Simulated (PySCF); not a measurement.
propyne cation (C₃H₄), SMILES C(C)#C (connectivity only; charge and spin as stated), charge +1, multiplicity 2.

Coordinates come from a B3LYP-D3(BJ)/def2-TZVP optimisation. The geometry has at least one imaginary mode, so it is a saddle point at that level. The multiplicity is an assumed one; other spin states were not compared.

Level of theory: PBE/def2-TZVPD in PySCF.

total energy: -116.16613 hartree
point group: Cs
α spin, highest occupied and lowest empty level: -14.34 and -8.18 eV
β spin, highest occupied and lowest empty level: -14.08 and -13.54 eV
dipole moment about the centre of nuclear charge: 0.55 D
mean static polarisability: 32.5 bohr³ (4.82 Å³)
polarisability, principal values: 22.6, 22.8, 52.0 bohr³
⟨S²⟩: 0.752 (pure state 0.75)
